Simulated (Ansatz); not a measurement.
**CH₆AlB: how energies converge with the basis set**

An exercise on one series of results from a longer session: the logs are not shown, and one member is left open.

Computed with Ansatz 0.2.0, Gaussian basis. Level: one geometry, several basis sets.

The runs, in order: PBE0-D4/def2-SVP; ωB97M-V/def2-SVP; PBE0-D4/def2-QZVPP; ωB97M-V/def2-QZVPP; the functionals' def2-TZVPP values are taken from earlier runs.

1 further run of the same task is left out (it didn't finish).

**The geometry**

The geometry comes from an earlier relaxation with PBE0-D4 in a triple-zeta def2 set; it is a stationary point, not always the lowest conformer.

SMILES `[BH2][AlH][CH3]`, 9 atoms, charge 0, spin multiplicity 1.

Atoms are counted from 1 here; the program's logs count them from 0.

Bond lengths: B1–Al2 2.119 Å, B1–H4 1.201 Å, B1–H5 1.201 Å, Al2–C3 1.960 Å, Al2–H6 1.599 Å, C3–H7 1.092 Å, C3–H8 1.096 Å, C3–H9 1.095 Å. Angles: Al2–B1–H4 123.0°, Al2–B1–H5 123.2°, H4–B1–H5 113.8°, B1–Al2–C3 123.3°, B1–Al2–H6 119.0°, C3–Al2–H6 117.7°, Al2–C3–H7 114.1°, Al2–C3–H8 109.7°, Al2–C3–H9 110.6°, H7–C3–H8 107.7°, H7–C3–H9 108.2°, H8–C3–H9 106.2°.

As a file:

```xyz
9

B    -1.01826    0.94846   -1.46791
Al    0.40975    0.57872    0.05371
C     0.49992   -1.10087    1.05971
H    -0.82695    0.68339   -2.62401
H    -2.09052    1.44724   -1.25614
H     1.48296    1.71211    0.40057
H    -0.32288   -1.78847    0.85370
H     1.43558   -1.62219    0.82660
H     0.51889   -0.90450    2.13676
```

The first run:

The input, in.yaml:

```yaml
crystal:
  periodic: [false, false, false]
  atoms:
    - {symbol: B, position_ang: [-1.018265, 0.948464, -1.467905]}
    - {symbol: Al, position_ang: [0.409747, 0.578717, 0.053711]}
    - {symbol: C, position_ang: [0.499923, -1.100868, 1.059714]}
    - {symbol: H, position_ang: [-0.826947, 0.683392, -2.624015]}
    - {symbol: H, position_ang: [-2.090519, 1.447237, -1.256135]}
    - {symbol: H, position_ang: [1.482963, 1.712110, 0.400573]}
    - {symbol: H, position_ang: [-0.322875, -1.788466, 0.853700]}
    - {symbol: H, position_ang: [1.435582, -1.622189, 0.826597]}
    - {symbol: H, position_ang: [0.518890, -0.904498, 2.136761]}
basis:
  gaussian: {orbitals: def2-SVP}
hamiltonian: {xc: pbe0, dispersion: d4}
output: {orbitals: {seedname: orbitals}}
```

Started as:

```sh
ansatz run in.yaml --threads 2 --pin off --events-out ev --progress --plain --max-ram 4352MiB
```

Steps of the session up to this table: PBE0-D4 in def2-SVP; ωB97M-V in def2-SVP; PBE0-D4 in def2-QZVPP; ωB97M-V in def2-QZVPP.

One of the session's tables, all rows but one given; the rest of the session is left out.

It belongs to the step «Density functionals: the series». 

| functional | basis | HOMO (eV) | LUMO (eV) |
| --- | --- | --- | --- |
| PBE0-D4 | def2-SVP | ? | ? |
| PBE0-D4 | def2-TZVPP | -7.23 | -2.20 |
| PBE0-D4 | def2-QZVPP | -7.23 | -2.22 |
| ωB97M-V | def2-SVP | -9.32 | -0.09 |
| ωB97M-V | def2-TZVPP | -9.37 | -0.28 |
| ωB97M-V | def2-QZVPP | -9.37 | -0.35 |

Estimate the missing values for PBE0-D4, def2-SVP.

**Answer.** HOMO (eV): -7.21; LUMO (eV): -2.14. In the column «HOMO (eV)» it is the highest.
